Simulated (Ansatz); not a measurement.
```yaml
crystal:
  periodic: [false, false, false]
  atoms:
    - {symbol: C, position_ang: [1.095673, -0.956667, 1.527591]}
    - {symbol: O, position_ang: [0.927516, 0.251227, 0.840345]}
    - {symbol: C, position_ang: [-0.065849, 0.288725, -0.185047]}
    - {symbol: C, position_ang: [0.265146, -0.693031, -1.303120]}
    - {symbol: C, position_ang: [0.006395, 1.713927, -0.704841]}
    - {symbol: C, position_ang: [-1.451843, 0.009246, 0.384274]}
    - {symbol: H, position_ang: [1.892513, -0.791562, 2.253903]}
    - {symbol: H, position_ang: [1.399604, -1.779409, 0.868733]}
    - {symbol: H, position_ang: [0.194191, -1.261867, 2.073157]}
    - {symbol: H, position_ang: [1.282819, -0.526419, -1.663183]}
    - {symbol: H, position_ang: [0.177252, -1.731105, -0.975636]}
    - {symbol: H, position_ang: [-0.422878, -0.555324, -2.139994]}
    - {symbol: H, position_ang: [1.006915, 1.923391, -1.088151]}
    - {symbol: H, position_ang: [-0.716803, 1.871762, -1.507401]}
    - {symbol: H, position_ang: [-0.205099, 2.418860, 0.101497]}
    - {symbol: H, position_ang: [-2.212981, 0.178815, -0.380303]}
    - {symbol: H, position_ang: [-1.655928, 0.674323, 1.226400]}
    - {symbol: H, position_ang: [-1.554241, -1.023692, 0.723574]}
basis:
  gaussian: {orbitals: def2-SVPD}
magnetization: {spin_polarized: true, initial_magnetization: 0}
hamiltonian: {xc: {name: HF}}
correlation: {method: bccd_t, electrons: outside_noble_gas}
```

```sh
$ ansatz run in.yaml --threads 2 --pin off --events-out ev --progress --plain --max-ram 22528MiB --backend cuda --devices 0, --max-vram 18GiB
```

Shortened log:

```
Functional definition: HF
2179 factors; integrals over basis functions are off by at most 9.2e-4 eV
mean field evaluation 1: about -7369.8939 eV, gradient 2.7e1 eV
mean field evaluation 2: about -7369.8991 eV, gradient 2.7e1 eV
mean field evaluation 4: about -7374.0243 eV, gradient 3.7e0 eV
mean field evaluation 8: about -7374.0948 eV, gradient 1.7e-4 eV
mean field -7374.09478309 eV, -270.9929849375 hartree, gradient 1.7e-6 eV, S^2 0.000000; 0 other end points of the search recorded, 0 dependent functions left out
6 core orbitals not correlated: weight in the atoms' cores, before any rotation towards them, 1.000 or more for the frozen orbitals, at most 0.000 for the correlated occupied ones
reference -7374.09478309 eV, -270.9929849375 hartree; 19, 19 occupied and 194, 194 virtual orbitals, 2179 factors
second order -26.03297658 eV of doubles, -0.00000000 eV of singles
cycle   1  -27.19407342 eV  change    -1.2e0 eV  update   1.1e-1
cycle   2  -27.81397605 eV  change   -6.2e-1 eV  update   3.3e-2
cycle   3  -27.96375571 eV  change   -1.5e-1 eV  update   1.7e-2
cycle   4  -27.96804419 eV  change   -4.3e-3 eV  update   3.9e-3
cycle   5  -27.96607738 eV  change    2.0e-3 eV  update   1.3e-3
cycle   6  -27.96588580 eV  change    1.9e-4 eV  update   3.8e-4
cycle   7  -27.96577627 eV  change    1.1e-4 eV  update   1.5e-4
cycle   8  -27.96574218 eV  change    3.4e-5 eV  update   5.0e-5
cycle   9  -27.96573440 eV  change    7.8e-6 eV  update   1.9e-5
perturbative correction -0.96875683 eV, -0.0356011570 hartree
Total energy: -7403.02927432 eV, -272.0563078779 hartree
```

Run time 9 s (2 threads of an AMD EPYC 7R13 on a shared host and a share of an NVIDIA H100 80 GB); peak host memory 0.85 GiB.
